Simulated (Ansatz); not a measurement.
Process, species as SMILES: CCl (CH3-Cl) → [CH2]Cl (CH2-Cl) + H atom
B3LYP-D3(BJ)/def2-TZVP geometries, fixed; electronic energies without zero-point terms.

Basis-set convergence of the bond dissociation energy at MP2 with Ansatz (a quantum-chemistry and plane-wave program). Cartesian d functions, on some or all atoms, in 6-311G**, 6-311+G**; all else is spherical. Cores are frozen. Open shells are unrestricted. No added dispersion term, no relativity. Functions are those of the species that has most. Reference: Hartree-Fock in aug-cc-pV(Q+d)Z plus the correlation part extrapolated as X^-3 from aug-cc-pV(T+d)Z and aug-cc-pV(Q+d)Z, 107.29 kcal/mol, itself unsure by roughly 0.20 kcal/mol (a third of the extrapolation step and of the last Hartree-Fock step). Deviations are taken from unrounded values.

```tsv
basis	functions	bond dissociation energy (kcal/mol)	minus reference (kcal/mol)
3-21G	28	103.02	-4.27
pcseg-0	28	100.43	-6.87
def2-SV(P)	38	95.83	-11.46
cc-pV(D+d)Z	52	101.57	-5.73
6-311G**	63	103.67	-3.63
6-311+G**	71	103.13	-4.16
def2-SVPD	71	104.67	-2.62
aug-pcseg-1	77	105.26	-2.04
aug-cc-pV(D+d)Z	82	102.88	-4.41
def2-TZVP	86	103.64	-3.65
cc-pV(T+d)Z	111	105.54	-1.75
def2-TZVPP	115	105.51	-1.78
jun-cc-pV(T+d)Z	129	105.68	-1.61
6-311++G(3df,3pd)	140	105.87	-1.42
aug-cc-pV(T+d)Z	170	106.26	-1.03
def2-QZVPP	217	106.60	-0.69
def2-QZVPPD	241	106.63	-0.66
aug-pcseg-3	321	106.85	-0.45
```
